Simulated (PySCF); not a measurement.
CH3Cl, SMILES CCl. Heavy atoms are numbered as in [CH3:1][Cl:2]. Hydrogens are named by the atom that carries them.

The structure is a stationary point at B3LYP-D3(BJ)/def2-TZVP.

Calculation: B3LYP/pcSseg-2 in PySCF.

GIAO shieldings, no solvent; atoms alike by connectivity are averaged. δ = σ(ref) − σ: ¹³C against TMS (σ = 181.3 ppm); ³⁵Cl against HCl (σ = 930.0 ppm); ¹H against TMS (σ = 31.68 ppm), references at their B3LYP-D3(BJ)/def2-TZVP geometries, non-relativistic (without spin–orbit terms, shifts of atoms bonded to Cl or Br come out too high).

| atoms | nucleus | count | δ (ppm) |
|---|---|---|---|
| C1 (CH3) | ¹³C | 1 | 33.2 |
| Cl2 | ³⁵Cl | 1 | ___ |
| H on C1 | ¹H | 3 | 3.13 |

Question: What belongs in the gaps? (Estimate from the structure and the level; the computed values follow.)

Answer: 
- Cl2, δ (ppm): 22.1
